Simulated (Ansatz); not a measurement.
# CH5ClSi: rigid scan of one bond length from a Python script

All numbers are computed with Ansatz 0.2.0 through its Python package. Level of theory: r2SCAN+D3(BJ)/6-31G*.

**1. The system**

Bond lengths: C1–Si2 1.896 Å, Si2–Cl3 2.021 Å, C1–H4 1.086 Å, C1–H5 1.087 Å, C1–H6 1.087 Å, Si2–H7 1.462 Å, Si2–H8 1.462 Å. Angles: C1–Si2–Cl3 108.9°, C1–Si2–H7 110.8°, C1–Si2–H8 110.9°, Cl3–Si2–H7 107.6°, Cl3–Si2–H8 107.8°, H7–Si2–H8 110.8°, Si2–C1–H4 111.1°, Si2–C1–H5 111.4°, Si2–C1–H6 111.4°, H4–C1–H5 107.7°, H4–C1–H6 107.6°, H5–C1–H6 107.4°.

The script holds or builds the structure itself.

**2. The script**

The input, run_scan.py:

```python
# -*- coding: utf-8 -*-
import ansatz as az
from ase import Atoms
import matplotlib.pyplot as plt
import numpy as np


def main():
    atoms = Atoms(["C", "Si", "Cl", "H", "H", "H", "H", "H"], positions=[
        (-0.61513, 0.78767, -0.17467),
        (0.45844, -0.75779, 0.0537),
        (1.87162, -0.37314, 1.44664),
        (-1.38261, 0.62228, -0.92455),
        (-0.02118, 1.64072, -0.49334),
        (-1.11323, 1.06514, 0.75101),
        (1.14556, -1.10206, -1.18973),
        (-0.34348, -1.88283, 0.53093),
    ])
    geometry = az.Crystal.molecule_from_ase(atoms)

    symbols = [site.symbol for site in geometry.cartesian_sites]
    start = np.array([site.position_ang for site in geometry.cartesian_sites])
    axis = (start[0] - start[1]) / np.linalg.norm(start[0] - start[1])
    moving = [0, 3, 4, 5]
    lengths, energies = [1.668, 1.744, 1.82, 1.896, 1.971, 2.047, 2.123, 2.237], []
    for length in lengths:
        xyz = start.copy()
        xyz[moving] += (length - np.linalg.norm(start[0] - start[1])) * axis
        point = az.Crystal.molecule()
        for symbol, place in zip(symbols, xyz):
            point = point.atom(symbol, place.tolist())
        calc = point.calculation()
        calc = calc.basis(gaussian="6-31G*")
        calc = calc.functional("r2scan", dispersion="d3bj")
        summary = calc.run().report
        energies.append(summary["free_energy_ev"])
        print(f"r = {length:6.3f} A  E = {energies[-1]:.5f} eV  <S^2> = {abs(summary['mean_field']['state']['spin_squared']):.3f}")

    fit = np.polynomial.Polynomial.fit(lengths, np.array(energies) - min(energies), 4).convert()
    roots = [r.real for r in fit.deriv().roots() if abs(r.imag) < 1e-9 and fit.deriv(2)(r.real) > 0]
    r_e = min(roots, key=lambda r: abs(r - lengths[int(np.argmin(energies))]))
    print(f"minimum of the fit at {r_e:.4f} A, force constant {fit.deriv(2)(r_e):.2f} eV/A^2")
    plt.figure(figsize=(4.5, 3))
    plt.plot(lengths, np.array(energies) - min(energies), "o-")
    plt.xlabel("bond length (A)")
    plt.ylabel("E - E(min) (eV)")
    plt.tight_layout()
    plt.savefig("scan.png", dpi=100)


if __name__ == "__main__":
    main()
```

**3. The calls as engine input**

The engine receives this input (first run):

```yaml
crystal:
  periodic: [false, false, false]
  atoms:
    - { symbol: C, position_ang: [-0.486248476522323, 0.6021383259835775, -0.14725429956444658] }
    - { symbol: Si, position_ang: [0.45844, -0.75779, 0.0537] }
    - { symbol: Cl, position_ang: [1.87162, -0.37314, 1.44664] }
    - { symbol: H, position_ang: [-1.2537284765223229, 0.4367483259835776, -0.8971342995644466] }
    - { symbol: H, position_ang: [0.10770152347767695, 1.4551883259835776, -0.4659242995644466] }
    - { symbol: H, position_ang: [-0.9843484765223229, 0.8796083259835775, 0.7784257004355534] }
    - { symbol: H, position_ang: [1.14556, -1.10206, -1.18973] }
    - { symbol: H, position_ang: [-0.34348, -1.88283, 0.53093] }
basis:
  gaussian:
    orbitals: "6-31G*"
hamiltonian:
  xc: r2scan
  dispersion: d3bj
```

**4. The run**

Command:

```console
python run_scan.py
```

Q: Estimate wall time and peak memory on 1 thread of Arm Neoverse V1, shared host.

About 25 s, with a peak of 0.22 GiB.
